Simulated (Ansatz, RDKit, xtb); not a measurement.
# Isomers of C2H2F2O, a sample narrowed down

A sample of isomers of C2H2F2O is drawn. Aim: find which of them has the lowest free energy at 298.15 K, then its properties. The sample is small against all isomers, and the most stable one of this formula need not be in it.

The funnel: GFN2-xTB relaxations, single points with a density functional, relaxations at B3LYP-D3(BJ)/def2-SVP, harmonic vibrations, and a last energy at a higher level. All values are calculated.

## 1. Candidates

Isomers were taken from a list of plausible structures; this is a sample, not all of them. That gives 3 candidates.

| label | SMILES | spin |
| --- | --- | --- |
| c192 | FC1(F)CO1 | singlet |
| c528 | F[C@@H]1O[C@@H]1F | singlet |
| c685 | F[C@@H]1O[C@H]1F | singlet |

Candidates are built by distance geometry, with a force field where one applies, in up to four conformers (letters a to d).

## 2. Cheap relaxation of all starts

All 3 starts are relaxed the same way. One of them, c528a (taken from a list of positional isomers, embedded by distance geometry and MMFF94), in full:

The input, start.xyz:

```xyz
7
c528a
C     -2.164075    -1.251990     2.900197
C     -0.901133    -0.599866     2.400770
F     -3.286129    -1.242204     2.033224
F     -0.862839    -0.086249     1.162544
O     -1.726060     0.061707     3.406306
H     -2.101485    -2.132234     3.535767
H      0.051109    -0.993107     2.707020
```

Launch:

```console
$ xtb start.xyz --gfn 2 --opt
```

What it wrote:

```text
* xtb version 6.7.1
   ID    Z sym.   atoms
    1    6 C      1, 2
    2    9 F      3, 4
    3    8 O      5
    4    1 H      6, 7

           -------------------------------------------------
          |                Calculation Setup                |
           -------------------------------------------------

          program call               : xtb start.xyz --gfn 2 --opt
          coordinate file            : start.xyz
          omp threads                :                     2

           -------------------------------------------------
          |                 G F N 2 - x T B                 |
           -------------------------------------------------

      * Hamiltonian:
        H0-scaling (s, p, d)           1.850000    2.230000    2.230000
        zeta-weighting                 0.500000
      * Dispersion:
        s8                             2.700000
        a1                             0.520000
        a2                             5.000000
        s9                             5.000000
      * Repulsion:
        kExp                           1.500000    1.000000
        rExp                           1.000000
      * Coulomb:
        alpha                          2.000000
        third order                    shell-resolved
        anisotropic                    true
        a3                             3.000000
        a5                             4.000000
        cn-shift                       1.200000
        cn-exp                         4.000000
        max-rad                        5.000000

          ...................................................
          :                      SETUP                      :
          :.................................................:
          :  # basis functions                  22          :
          :  # atomic orbitals                  22          :
          :  # shells                           12          :
          :  # electrons                        30          :
          :  max. iterations                   250          :
          :  Hamiltonian                  GFN2-xTB          :
          :  restarted?                      false          :
          :  GBSA solvation                  false          :
          :  PC potential                    false          :
          :  electronic temp.          300.0000000     K    :
          :  accuracy                    1.0000000          :
          :  -> integral cutoff          0.2500000E+02      :
          :  -> integral neglect         0.1000000E-07      :
          :  -> SCF convergence          0.1000000E-05 Eh   :
          :  -> wf. convergence          0.1000000E-03 e    :
          :  Broyden damping             0.4000000          :
          :  net charge                          0          :
          :  unpaired electrons                  0          :
          ...................................................

[... 7 lines left out ...]
   *** convergence criteria satisfied after 10 iterations ***
[... 28 lines left out ...]
         :: total energy             -18.777769143593 Eh    ::
[... 39 lines left out ...]
          :   energy convergence         0.5000000E-05 Eh   :
          :   grad. convergence          0.1000000E-02 Eh/α :
[... 26 lines left out ...]
 * total energy  :   -18.7777691 Eh     change       -0.2409806E-10 Eh
[... 16 lines left out ...]
 * total energy  :   -18.7902814 Eh     change       -0.1251224E-01 Eh
[... 16 lines left out ...]
 * total energy  :   -18.7924482 Eh     change       -0.2166789E-02 Eh
[... 18 lines left out ...]
 * total energy  :   -18.7926820 Eh     change       -0.2338517E-03 Eh
[... 17 lines left out ...]
 * total energy  :   -18.7927067 Eh     change       -0.2470441E-04 Eh
[... 17 lines left out ...]
 * total energy  :   -18.7927195 Eh     change       -0.1280640E-04 Eh
[... 15 lines left out ...]
 * total energy  :   -18.7927201 Eh     change       -0.5371605E-06 Eh
[... 4 lines left out ...]
   *** GEOMETRY OPTIMIZATION CONVERGED AFTER 7 ITERATIONS ***
[... 2 lines left out ...]
 total energy gain   :        -0.0149509 Eh       -9.3818 kcal/mol
[... 15 lines left out ...]
 final structure:
[... 34 lines left out ...]
          |                Final Singlepoint                |
[... 18 lines left out ...]
          :  -> SCF convergence          0.1000000E-05 Eh   :
          :  -> wf. convergence          0.1000000E-03 e    :
[... 10 lines left out ...]
   *** convergence criteria satisfied after 3 iterations ***
[... 28 lines left out ...]
         :: total energy             -18.792720069090 Eh    ::
[... 41 lines left out ...]
 Mol. C6AA /au·bohr⁶  :        489.519966
 Mol. C8AA /au·bohr⁸  :      10309.981268
 Mol. α(0) /au        :         30.483561

Wiberg/Mayer (AO) data.
largest (>0.10) Wiberg bond orders for each atom

 ---------------------------------------------------------------------------
     #   Z sym  total        # sym  WBO       # sym  WBO       # sym  WBO
 ---------------------------------------------------------------------------
     1   6 C    3.851 --     3 F    0.967     5 O    0.952     6 H    0.950
                             2 C    0.946
     2   6 C    3.850 --     4 F    0.967     5 O    0.952     7 H    0.950
                             1 C    0.946
     3   9 F    1.080 --     1 C    0.967
     4   9 F    1.080 --     2 C    0.967
     5   8 O    2.056 --     1 C    0.952     2 C    0.952
     6   1 H    0.995 --     1 C    0.950
     7   1 H    0.995 --     2 C    0.950
 ---------------------------------------------------------------------------

Topologies differ in total number of bonds
Writing topology from bond orders to xtbtopo.mol

molecular dipole:
                 x           y           z       tot (Debye)
 q only:        0.618      -0.847       0.504
   full:        0.739      -0.952       0.683       3.521
molecular quadrupole (traceless):
                xx          xy          yy          xz          yz          zz
 q only:       -7.050       1.977       2.738       2.013      -8.082       4.311
  q+dip:       -8.287       1.880       3.111       1.821      -9.951       5.176
   full:       -8.489       1.975       3.028       1.816      -9.612       5.461

           -------------------------------------------------
          |                Geometry Summary                 |
           -------------------------------------------------

      molecular mass/u    :       80.0335645
   center of mass at/Å    :       -1.8064657      -0.6327079       2.3140433
  moments of inertia/u·Å² :        0.5400822E+02   0.1000625E+03   0.1325807E+03
rotational constants/cm⁻¹ :        0.3121309E+00   0.1684710E+00   0.1271499E+00

 * 7 selected distances

     #   Z          #   Z                                           value/Å
     1   6 C        2   6 C                                       1.4648052 (max)
     1   6 C        3   9 F                                       1.3439311
     2   6 C        4   9 F                                       1.3440384
     1   6 C        5   8 O                                       1.3793258
     2   6 C        5   8 O                                       1.3794393
     1   6 C        6   1 H                                       1.0858014
     2   6 C        7   1 H                                       1.0856792 (min)

 * 4 distinct bonds (by element types)

   Z      Z             #   av. dist./Å        max./Å        min./Å
   1 H    6 C           2     1.0857403     1.0858014     1.0856792
   6 C    6 C           1     1.4648052     1.4648052     1.4648052
   6 C    8 O           2     1.3793826     1.3794393     1.3793258
   6 C    9 F           2     1.3439847     1.3440384     1.3439311

optimized geometry written to: xtbopt.xyz

           -------------------------------------------------
          | TOTAL ENERGY              -18.792720069090 Eh   |
          | GRADIENT NORM               0.000184033098 Eh/α |
          | HOMO-LUMO GAP               9.398189942997 eV   |
           -------------------------------------------------

------------------------------------------------------------------------
------------------------------------------------------------------------
 total:
 * wall-time:     0 d,  0 h,  0 min,  0.017 sec
 *  cpu-time:     0 d,  0 h,  0 min,  0.032 sec
 * ratio c/w:     1.875 speedup
 SCF:
 * wall-time:     0 d,  0 h,  0 min,  0.002 sec
 *  cpu-time:     0 d,  0 h,  0 min,  0.004 sec
 * ratio c/w:     1.933 speedup
 ANC optimizer:
 * wall-time:     0 d,  0 h,  0 min,  0.009 sec
 *  cpu-time:     0 d,  0 h,  0 min,  0.018 sec
 * ratio c/w:     2.002 speedup
```

It took 0.038 s on 2 threads of Intel Xeon 6975P-C (Granite Rapids), shared host.

## 3. The minima found

3 of the 3 relaxations converged. 3 distinct structures remain:

| label | start | SMILES after | spin | energy (kcal/mol) |
| --- | --- | --- | --- | --- |
| c192a | drawn | FC1(F)CO1 | singlet | 0.0 |
| c685a | drawn | F[C@@H]1O[C@H]1F | singlet | 2.8 |
| c528a | drawn | F[C@@H]1O[C@@H]1F | singlet | 6.1 |

## 4. Screening with a density functional

A choice of the minima (the low ones first, few conformers of a pattern, up to a cap) and the lowest that fell apart get a single point at r2SCAN-D4/def2-SVP on the tight-binding geometry, and one at HF/STO-3G for comparison. The lowest singlets are also tried as triplets at the same geometry (label ending in t). The first, c192a:

The input, input.yaml:

```yaml
crystal:
  periodic: [false, false, false]
  atoms:
    - {symbol: C, position_ang: [-1.817766, -1.454250, 2.350905]}
    - {symbol: C, position_ang: [-1.294237, -0.221065, 2.919287]}
    - {symbol: F, position_ang: [-3.002958, -1.495119, 1.735682]}
    - {symbol: F, position_ang: [-1.615156, -2.639211, 2.931548]}
    - {symbol: O, position_ang: [-0.793659, -0.850997, 1.736481]}
    - {symbol: H, position_ang: [-0.638473, -0.270144, 3.778169]}
    - {symbol: H, position_ang: [-1.829087, 0.704819, 2.753819]}
basis:
  gaussian:
    orbitals: def2-SVP
magnetization:
  spin_polarized: false
hamiltonian:
  xc: r2scan
  dispersion: d4
scf:
  lower_state_search: off
output:
  orbitals: {seedname: orbitals}
```

Launch:

```console
$ ansatz run input.yaml --threads 2 --pin off --max-ram 5220MiB --events-out events.jsonl --progress --plain --runs-dir runs
```

What it wrote:

```text
Warning: RAYON_NUM_THREADS=2 ignored (pool sized by the plan → 2); use --threads N
Functional definition: r2SCAN
  name "r2SCAN"
  parameter k0 = 0.174
  parameter k1 = 0.065
  parameter a1 = 4.9479
  exchange = r2scan_x(k0 = k0, k1 = k1, a1 = a1)
  correlation = r2scan_c
these checks for a lower state are left out or cut short: stability, starts, cluster_reference, orbital_swaps, neighbouring_geometries, increment
871 factors; their error is unknown
mean field evaluation 1: about -9570.8663 eV, gradient 4.2e1 eV
mean field evaluation 2: about -9567.9336 eV, gradient 5.9e1 eV
mean field evaluation 4: about -9574.1897 eV, gradient 2.8e0 eV
mean field evaluation 8: about -9574.2103 eV, gradient 7.5e-2 eV
mean field evaluation 16: about -9574.1513 eV, gradient 3.3e-5 eV
mean field -9574.15133449 eV, -351.8435719496 hartree, gradient 2.8e-6 eV, S^2 0.000000; 0 other end points of the search recorded, 0 dependent functions left out
reference -9574.15133960 eV, -351.8435721373 hartree; 20, 20 occupied and 60, 60 virtual orbitals, 871 factors
Total energy: -9574.17437455 eV, -351.8444186561 hartree
Checks for a lower state left out: stability, starts, cluster_reference, orbital_swaps, neighbouring_geometries, increment
```

Wall time 0.6 s (2 threads of Intel Xeon 6975P-C (Granite Rapids), shared host).

Relative energies in kcal/mol, each column from its lowest structure that stays in one piece:

| label | SMILES | spin | GFN2-xTB | HF/STO-3G | r2SCAN-D4/def2-SVP |
| --- | --- | --- | --- | --- | --- |
| c192a | FC1(F)CO1 | singlet | 0.0 | 0.0 | 0.0 |
| c685a | F[C@@H]1O[C@H]1F | singlet | 2.8 | 4.8 | 3.9 |
| c528a | F[C@@H]1O[C@@H]1F | singlet | 6.1 | 5.6 | 5.5 |
| c192at | FC1(F)CO1 | triplet | – | – | 187.1 |
| c685at | F[C@@H]1O[C@H]1F | triplet | – | – | 197.1 |

## 5. Third filter: density-functional geometries

3 candidates are relaxed at B3LYP-D3(BJ)/def2-SVP (chosen among the lowest in one piece). The first, c192a:

Edit input.yaml of step 4 so:

```diff
@@ -11,12 +11,5 @@
 basis:
-  gaussian:
-    orbitals: def2-SVP
-magnetization:
-  spin_polarized: false
-hamiltonian:
-  xc: r2scan
-  dispersion: d4
-scf:
-  lower_state_search: off
-output:
-  orbitals: {seedname: orbitals}
+  gaussian: {orbitals: def2-SVP}
+hamiltonian: {xc: {name: B3LYP}, dispersion: d3bj}
+scf: {lower_state_search: "off"}
+relax: {f_tol: 0.003}
```

Launch:

```console
$ ansatz run input.yaml --threads 2 --pin off --max-ram 5220MiB --events-out events.jsonl --progress --plain --runs-dir runs
```

What it wrote:

```text
Warning: RAYON_NUM_THREADS=2 ignored (pool sized by the plan → 2); use --threads N
The last accepted step is kept in runs//last_step.txt (removed where the run ends without a failure and the disk answers)
Functional definition: B3LYP
  name "B3LYP"
  parameter a0 = 0.2
  parameter ax = 0.72
  parameter ac = 0.81
  exchange = (1 - a0 - ax)*slater_x + ax*b88_x + a0*exact_x
  correlation = (1 - ac)*vwn_rpa_c + ac*lyp_c
these checks for a lower state are left out or cut short: stability, starts, cluster_reference, orbital_swaps, neighbouring_geometries, increment
863 factors; integrals over basis functions are off by at most 2.6e-4 eV
mean field evaluation 1: about -9575.0554 eV, gradient 4.4e1 eV
mean field evaluation 2: about -9572.6412 eV, gradient 5.9e1 eV
mean field evaluation 4: about -9578.5142 eV, gradient 2.4e0 eV
mean field evaluation 8: about -9578.5588 eV, gradient 7.9e-2 eV
mean field evaluation 16: about -9578.5588 eV, gradient 1.5e-6 eV
mean field -9578.55881206 eV, -352.0055437629 hartree, gradient 1.4e-6 eV, S^2 0.000000; 0 other end points of the search recorded, 0 dependent functions left out
the calculation of the forces begins
reference -9578.55896651 eV, -352.0055494387 hartree; 20, 20 occupied and 60, 60 virtual orbitals, 863 factors
relax step   1: F+E_penalty+E_count = -9578.71335544 eV  Δ(F+E_penalty+E_count) = +0.000e0 eV  max|allowed force component| = 1.296e0 eV/Å  Δτ_max = 0.0000 Å  (15 SCF iters, accepted)
these checks for a lower state are left out or cut short: stability, starts, cluster_reference, orbital_swaps, neighbouring_geometries, increment
863 factors; integrals over basis functions are off by at most 2.8e-4 eV
mean field -9578.59900488 eV, -352.0070208219 hartree, gradient 2.2e-6 eV, S^2 0.000000; 0 other end points of the search recorded, 0 dependent functions left out
the calculation of the forces begins
reference -9578.59915944 eV, -352.0070265017 hartree; 20, 20 occupied and 60, 60 virtual orbitals, 863 factors
relax step   2: F+E_penalty+E_count = -9578.75322550 eV  Δ(F+E_penalty+E_count) = -3.987e-2 eV  max|allowed force component| = 6.136e-1 eV/Å  Δτ_max = 0.0206 Å  (19 SCF iters, accepted)
these checks for a lower state are left out or cut short: stability, starts, cluster_reference, orbital_swaps, neighbouring_geometries, increment
863 factors; integrals over basis functions are off by at most 2.9e-4 eV
mean field -9578.60793284 eV, -352.0073489182 hartree, gradient 2.4e-6 eV, S^2 0.000000; 0 other end points of the search recorded, 0 dependent functions left out
the calculation of the forces begins
reference -9578.60808806 eV, -352.0073546226 hartree; 20, 20 occupied and 60, 60 virtual orbitals, 863 factors
relax step   3: F+E_penalty+E_count = -9578.76210031 eV  Δ(F+E_penalty+E_count) = -8.875e-3 eV  max|allowed force component| = 1.335e-1 eV/Å  Δτ_max = 0.0150 Å  (19 SCF iters, accepted)
[... 6 lines left out ...]
relax step   4: F+E_penalty+E_count = -9578.76293178 eV  Δ(F+E_penalty+E_count) = -8.315e-4 eV  max|allowed force component| = 2.006e-2 eV/Å  Δτ_max = 0.0072 Å  (19 SCF iters, accepted)
[... 5 lines left out ...]
relax step   5: F+E_penalty+E_count = -9578.76298291 eV  Δ(F+E_penalty+E_count) = -5.113e-5 eV  max|allowed force component| = 4.647e-3 eV/Å  Δτ_max = 0.0015 Å  (13 SCF iters, accepted)
these checks for a lower state are left out or cut short: stability, starts, cluster_reference, orbital_swaps, neighbouring_geometries, increment
863 factors; integrals over basis functions are off by at most 2.9e-4 eV
mean field -9578.60874154 eV, -352.0073786374 hartree, gradient 1.2e-6 eV, S^2 0.000000; 0 other end points of the search recorded, 0 dependent functions left out
the calculation of the forces begins
reference -9578.60889718 eV, -352.0073843569 hartree; 20, 20 occupied and 60, 60 virtual orbitals, 863 factors
relax step   6: F+E_penalty+E_count = -9578.76298421 eV  Δ(F+E_penalty+E_count) = -1.299e-6 eV  max|allowed force component| = 1.690e-3 eV/Å  Δτ_max = 0.0002 Å  (12 SCF iters, accepted)
Total energy: -9578.76313984 eV, -352.0130526703 hartree
Atom 0 at    -1.828729    -1.450807     2.365176 Å, force     0.000206     0.000875     0.000074 eV/Å
Atom 1 at    -1.306307    -0.220685     2.932808 Å, force    -0.000348    -0.001690    -0.001287 eV/Å
Atom 2 at    -2.999985    -1.495339     1.722354 Å, force     0.000531    -0.000052     0.000260 eV/Å
Atom 3 at    -1.603585    -2.643534     2.925292 Å, force     0.000042     0.000381    -0.000173 eV/Å
Atom 4 at    -0.795222    -0.875652     1.714406 Å, force    -0.000388    -0.000528     0.000042 eV/Å
Atom 5 at    -0.626982    -0.264711     3.791314 Å, force     0.000054     0.000340     0.000623 eV/Å
Atom 6 at    -1.830527     0.724761     2.754541 Å, force    -0.000098     0.000673     0.000461 eV/Å
Dipole moment:    -0.003269     0.344607     0.332734 e Å
Checks for a lower state left out: stability, starts, cluster_reference, orbital_swaps, neighbouring_geometries, increment
```

Wall time 4.2 s (2 threads of Intel Xeon 6975P-C (Granite Rapids), shared host); peak memory 0.15 GiB.

Energy change by step (eV): 0.0000, -0.0399, -0.0487, -0.0496, -0.0496, -0.0496.

After the run. Bond lengths: C1–C2 1.452 Å, C1–F3 1.337 Å, C1–F4 1.337 Å, C1–O5 1.350 Å, C2–O5 1.475 Å, C2–H6 1.096 Å, C2–H7 1.096 Å. Some angles: C1–C2–O5 54.9°, C2–C1–F3 122.1°, C2–C1–F4 122.1°, C2–C1–O5 63.4°, F3–C1–F4 108.6°, F3–C1–O5 116.9°, F4–C1–O5 116.9°, C1–O5–C2 61.7°, C1–C2–H6 119.7°, C1–C2–H7 119.7°.

## 6. The relaxed candidates

| label | spin | r2SCAN-D4/def2-SVP (kcal/mol) | B3LYP-D3(BJ)/def2-SVP, relaxed (kcal/mol) | time |
| --- | --- | --- | --- | --- |
| c192a | singlet | 0.0 | 0.0 | 4.2 s |
| c685a | singlet | 3.9 | 3.8 | 4.8 s |
| c528a | singlet | 5.5 | 5.6 | 3.3 s |

c192a: Bond lengths: C1–C2 1.452 Å, C1–F3 1.337 Å, C1–F4 1.337 Å, C1–O5 1.350 Å, C2–O5 1.475 Å, C2–H6 1.096 Å, C2–H7 1.096 Å. Some angles: C1–C2–O5 54.9°, C2–C1–F3 122.1°, C2–C1–F4 122.1°, C2–C1–O5 63.4°, F3–C1–F4 108.6°, F3–C1–O5 116.9°, F4–C1–O5 116.9°, C1–O5–C2 61.7°, C1–C2–H6 119.7°, C1–C2–H7 119.7°.

c685a: Bond lengths: C1–C2 1.457 Å, C1–F3 1.347 Å, C2–F4 1.347 Å, C1–O5 1.400 Å, C2–O5 1.400 Å, C1–H6 1.098 Å, C2–H7 1.098 Å. Some angles: C1–C2–F4 120.1°, C1–C2–O5 58.7°, F4–C2–O5 115.6°, C2–C1–F3 120.1°, C2–C1–O5 58.7°, F3–C1–O5 115.6°, C1–O5–C2 62.7°, C1–C2–H7 122.7°, F4–C2–H7 112.1°, O5–C2–H7 116.9°.

c528a: Bond lengths: C1–C2 1.461 Å, C1–F3 1.345 Å, C2–F4 1.345 Å, C1–O5 1.401 Å, C2–O5 1.401 Å, C1–H6 1.098 Å, C2–H7 1.098 Å. Some angles: C1–C2–F4 118.3°, C1–C2–O5 58.6°, F4–C2–O5 115.9°, C2–C1–F3 118.3°, C2–C1–O5 58.6°, F3–C1–O5 115.9°, C1–O5–C2 62.9°, C1–C2–H7 125.1°, F4–C2–H7 111.5°, O5–C2–H7 116.9°.

[end of part 1 of 2]
